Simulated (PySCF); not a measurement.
Species: methyl acetate, C₃H₆O₂.
SMILES with atom numbers: `[CH3:1][O:2][C:3]([CH3:4])=[O:5]` (hydrogens: H6, H7, H8 on C1; H9, H10, H11 on C4)

Computed with MP2 and CCSD/aug-cc-pVDZ in PySCF, restricted Hartree–Fock reference, 5 core orbitals frozen, non-relativistic, gas phase, PBE0-D3(BJ)/def2-SVP geometry.

E(HF) = -266.87266 Eh.

Problem. How large is the problem?

Solution. 169 basis functions and 40 electrons; 5 orbitals frozen, which leaves o = 15 correlated occupied and v = 149 virtual orbitals. That is o·v = 2235 singles and o·v(o·v + 1)/2 = 2498730 distinct closed-shell doubles amplitudes before symmetry; the costliest CCSD step grows as o²v⁴ = 1.1 × 10^11.

Problem. What are the MP2 and CCSD correlation energies?

Solution. MP2 -0.8187 Eh and CCSD -0.8564 Eh, which gives totals of -267.69133 and -267.72909 Eh. That is 0.777 eV for each correlated electron at CCSD (2249 kJ/mol in all, 0.320 % of the total energy); MP2 gives 95.6 % of the CCSD value.

Problem. What is the T1 diagnostic?

Solution. 0.0149, below the customary warning level of 0.02. It is the norm of the spatial-orbital singles amplitudes over the root of the number of correlated electrons, so the norm is 0.082.

Problem. How does correlation change the dipole moment?

Solution. HF gives 2.07 D and CCSD (unrelaxed density) 1.82 D, a change of -0.25 D.

Connected triples and the basis-set limit are missing.

Shape of the structure used: `[CH3:1][O:2][C:3]([CH3:4])=[O:5]`: C1–O2–C3–C4 178°.

One conformer stands for the species.
